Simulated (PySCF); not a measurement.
ethane (C2H6), SMILES CC. The structure is a stationary point at ωB97X-D3(BJ)/def2-TZVP.

All values below come from PySCF with ωB97X-D3(BJ)/def2-TZVP.

Harmonic wavenumbers (cm⁻¹): 305, 829, 829, 1023, 1227, 1227, 1413, 1437, 1509, 1509, 1511, 1511, 3059, 3061, 3116, 3116, 3139, 3139. Rotational constants (GHz): 80.50, 20.00, 20.00; symmetry number 6.

Q: Work out the zero-point energy and the ideal-gas rigid-rotor harmonic-oscillator thermochemistry at 298.15 K and 1 atm.

A: ZPE = ½ Σ hcν = ½ × 32957 cm⁻¹ = 197.13 kJ/mol. H − E(el) = 208.75 kJ/mol. Entropy in J/(mol K): translation 151.19, rotation 68.12, vibration 8.36, total 227.67. G − E(el) = 140.87 kJ/mol. Cp = 50.36 J/(mol K).
